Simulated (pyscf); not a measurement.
H₃C–C:–F (SMILES C[C]F) [singlet] → H₂C=CH–F (SMILES C=CF), a hydrogen shift (singlet surface; C–H broken, C–H formed). Optimised with ωB97X-D3(BJ)/def2-SVP in PySCF. MP2 and CC: frozen core, UHF for open shells. ΔMP2 is the change of the MP2 total energy from the triple- to the quadruple-zeta basis. Energies in kcal/mol from the reactant's lowest minimum found.

Small-basis levels: PySCF, no dispersion term, spherical d functions. AM1 to PM7: differences of heats of formation from MOPAC. Cost: rough CPU time at the saddle relative to B3LYP/6-31G*, from one job on a shared machine.

```
level                             barrier  reaction energy        cost
--------------------------------  -------  ---------------  ----------
MP2/6-31G*                           20.1            -56.1         0.1
BP86/6-31G*                          16.3            -53.1           1
B3LYP/3-21G                          24.6            -56.7         0.9
M06-2X/6-31G*                        19.3            -52.9           3
PBE/def2-SVP                         12.8            -54.8           1
B3LYP/def2-SVP                       16.7            -53.8           1
PM7                                  47.8            -29.7  under 0.02
CCSD(T)/def2-TZVPP + ΔMP2(QZVPP)     17.9            -52.9           –
```

Against the last row the barrier runs from -5.1 (PBE/def2-SVP) to +30.0 kcal/mol (PM7); B3LYP/def2-SVP happens to lie closest here (1.2 kcal/mol apart). CCSD(T)/def2-TZVPP + ΔMP2(QZVPP) has limits of its own. One saddle was located; it need not be the lowest between these sides. The CCSD(T) − MP2 part came from Ansatz, without density fitting, on the same reference.
